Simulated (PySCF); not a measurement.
# Phosphorus: a sound run and one with changed settings

Sound run: P [Ne] 3s2 3p3, P⁺ [Ne] 3s2 3p2. Computed with PySCF 2.14 in cc-pV(D+d)Z (4s3p2d, 23 functions), with no relativity, point nucleus. The sound run starts from symmetry-adapted Hartree-Fock orbitals and uses a fine grid where one is needed.

Changed run: radial step 0.8 in ln r (0.13 in the sound run). This setting is unsound on purpose.

```
species  method  sound run (hartree)  changed run (hartree)  converged
      P     UHF           -340.70905             -340.70905        yes
      P     LDA           -339.98225             -340.17911        yes
      P  r2SCAN           -341.23484             -341.49535        yes
     P⁺     UHF           -340.34417             -340.34417        yes
     P⁺     LDA           -339.59459             -339.76738        yes
     P⁺  r2SCAN           -340.84371             -341.07316        yes
```

Ionisation energy of P:

```tsv
method	sound run (eV)	changed run (eV)
UHF	9.929	9.929
LDA	10.549	11.204
r2SCAN	10.643	11.488
```

A coarse radial grid mis-integrates the density and the exchange-correlation energy, with errors of either sign; Hartree-Fock needs no grid.

For comparison, NIST gives 10.487 eV between the lowest levels.
